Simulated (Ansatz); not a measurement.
Start from `NC1=CS1` and change one atom or group to get `CCC1=CS1`.

Ansatz, PBE0-D4/def2-TZVP geometries, multiplicity 1. Each molecule was computed in one conformer, which needn't be the lowest.

```csv
property,`NC1=CS1`
size of the dipole moment (PBE/def2-TZVPP) / D,3.44
size of the dipole moment (ωB97M-V/def2-TZVPP) / D,3.36
LUMO energy (ωB97M-V/def2-TZVPP) / eV,1.96
LUMO energy (B3LYP/def2-TZVPP) / eV,-0.20
HOMO energy (PBE0/def2-TZVPP) / eV,-4.99
HOMO energy (ωB97M-V/def2-TZVPP) / eV,-7.17
```

(1) Give the same properties after the change, and the shifts. (An estimate is asked.)

Results:

(1) The calculation gave: 
```tsv
property	`CCC1=CS1`	shift
size of the dipole moment (PBE/def2-TZVPP) / D	2.94	-0.50
size of the dipole moment (ωB97M-V/def2-TZVPP) / D	2.92	-0.44
LUMO energy (ωB97M-V/def2-TZVPP) / eV	2.10	0.14
LUMO energy (B3LYP/def2-TZVPP) / eV	-0.30	-0.10
HOMO energy (PBE0/def2-TZVPP) / eV	-5.28	-0.29
HOMO energy (ωB97M-V/def2-TZVPP) / eV	-7.48	-0.31
```

With PBE0 the HOMO falls by 0.29 eV and the LUMO falls by 0.13 eV, so the gap widens by about 0.16 eV. PBE moves the HOMO by -0.29 eV and ωB97M-V by -0.31 eV. Dipoles are sizes alone; their direction can turn.

B3LYP here is the variant with VWN-RPA as its local correlation; programs differ in this.
